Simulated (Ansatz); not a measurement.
Input file:

```yaml
crystal:
  periodic: [false, false, false]
  atoms:
    - {symbol: Ge, position_ang: [-0.000002, 0.461112, 0.627548]}
    - {symbol: Br, position_ang: [-0.000001, 0.417603, -2.162594]}
    - {symbol: H, position_ang: [0.000013, -0.172647, 2.068221]}
    - {symbol: H, position_ang: [-0.000010, -0.706068, -0.533175]}
basis:
  gaussian: {orbitals: cc-pVDZ}
magnetization: {spin_polarized: true, initial_magnetization: 1}
correlation: {method: ccsd, electrons: valence}
accuracy: high
scf: {lower_state_search: off}
```

```sh
$ ansatz run in.yaml --threads 1 --pin off --events-out ev --progress --plain --max-ram 2393MiB
```

Output:

```
these checks for a lower state are left out or cut short: stability, starts, cluster_reference, orbital_swaps, neighbouring_geometries, increment
1293 factors; integrals over basis functions are off by at most 4.6e-9 eV
mean field evaluation 1: about -126497.4753 eV, gradient 1.2e1 eV
mean field evaluation 2: about -126497.4854 eV, gradient 1.2e1 eV
mean field evaluation 4: about -126498.8864 eV, gradient 1.4e0 eV
mean field evaluation 8: about -126498.9581 eV, gradient 3.4e-1 eV
mean field evaluation 16: about -126499.5145 eV, gradient 3.4e-2 eV
mean field -126499.69391002 eV, -4648.7780066211 hartree, gradient 4.5e-8 eV, S^2 1.294473; 0 other end points of the search recorded, 0 dependent functions left out
18 core orbitals not correlated: weight in the atoms' cores, before any rotation towards them, 1.000 or more for the frozen orbitals, at most 0.000 for the correlated occupied ones
reference -126499.69391002 eV, -4648.7780066211 hartree; 17, 16 occupied and 29, 30 virtual orbitals, 1293 factors
second order -5.84184237 eV of doubles, -0.00000000 eV of singles
cycle   1  -6.45754360 eV  change   -6.2e-1 eV  update   7.5e-2
cycle   2  -6.74023060 eV  change   -2.8e-1 eV  update   3.6e-2
cycle   3  -6.78918776 eV  change   -4.9e-2 eV  update   2.5e-2
cycle   4  -6.80656790 eV  change   -1.7e-2 eV  update   2.0e-2
cycle   5  -6.83420811 eV  change   -2.8e-2 eV  update   1.6e-2
...
cycle  32  -6.90684315 eV  change    1.6e-7 eV  update   1.0e-7
cycle  33  -6.90684322 eV  change   -7.3e-8 eV  update   5.2e-8
cycle  34  -6.90684327 eV  change   -4.1e-8 eV  update   3.2e-8
cycle  35  -6.90684331 eV  change   -4.9e-8 eV  update   2.5e-8
cycle  36  -6.90684337 eV  change   -5.2e-8 eV  update   1.9e-8
cycle  37  -6.90684338 eV  change   -1.6e-8 eV  update   1.1e-8
cycle  38  -6.90684339 eV  change   -3.2e-9 eV  update   7.1e-9
cycle  39  -6.90684339 eV  change   -3.0e-9 eV  update   4.6e-9
cycle  40  -6.90684339 eV  change   -3.6e-9 eV  update   3.5e-9
cycle  41  -6.90684340 eV  change   -2.9e-9 eV  update   2.7e-9
Total energy: -126506.60075342 eV, -4649.0318284343 hartree
Checks for a lower state left out: stability, starts, cluster_reference, orbital_swaps, neighbouring_geometries, increment
```

Ran on 1 thread of Arm Neoverse V2, shared host: 23 s wall, 0.3 GiB peak host memory.
